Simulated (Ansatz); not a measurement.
Worked example: building the atomization energy of C₂H₂O₂, singlet

Measured: the G2/97 heats of formation, with zero-point and thermal terms from B3LYP taken off, give an electronic atomization energy of 633.4 kcal/mol (Curtiss et al., J. Chem. Phys. 106, 1063 (1997); Staroverov et al., J. Chem. Phys. 119, 12129 (2003)). The calculation below tries to reproduce it.

Geometry (MP2(full)/6-31G*, from the G2/97 set):

```yaml
atoms:
  - { symbol: C, position_ang: [0.0000, 0.7564, 0.0000] }
  - { symbol: C, position_ang: [0.0000, -0.7564, 0.0000] }
  - { symbol: O, position_ang: [1.0461, 1.3899, 0.0000] }
  - { symbol: H, position_ang: [-0.9999, 1.2282, 0.0000] }
  - { symbol: O, position_ang: [-1.0461, -1.3899, 0.0000] }
  - { symbol: H, position_ang: [0.9999, -1.2282, 0.0000] }
```

Atomization energies (atoms less molecule, kcal/mol) from Ansatz 0.2.0, frozen cores, restricted molecule, unrestricted atoms, sets cc-pVDZ, cc-pVTZ, cc-pVQZ:

| level | DZ | TZ | QZ |
| --- | --- | --- | --- |
| HF | 407.99 | 417.57 | 418.88 |
| CCSD(T) | 582.01 | 613.68 | 624.66 |
| CCSDT | 581.96 | 612.78 | – |
| CCSDT(Q) | 583.39 | 614.26 | – |

Q: Extrapolate Hartree–Fock with exp(−5.46 √X) and the CCSD(T) correlation part with X⁻³ (X = 3, 4), add each higher step from the largest set that has it, and compare with the measured value.

A: Hartree–Fock: 418.88 + (418.88 − 417.57) × 0.301 = 419.27.
Correlation: TZ 196.11, QZ 205.78; (64 × 205.78 − 27 × 196.11) / 37 = 212.84.
Full triples (TZ): 612.78 − 613.68 = -0.90.
(Q) (TZ): 614.26 − 612.78 = 1.48.
Sum: 632.7 kcal/mol, 0.7 below the measured 633.4.

The steps beyond CCSD(T) add 0.58 kcal/mol, while going from QZ to the limit adds 7.45. Core correlation, scalar relativity, spin–orbit terms and the relaxation from this MP2 geometry are missing from the sum, and the measured value has its own uncertainty.
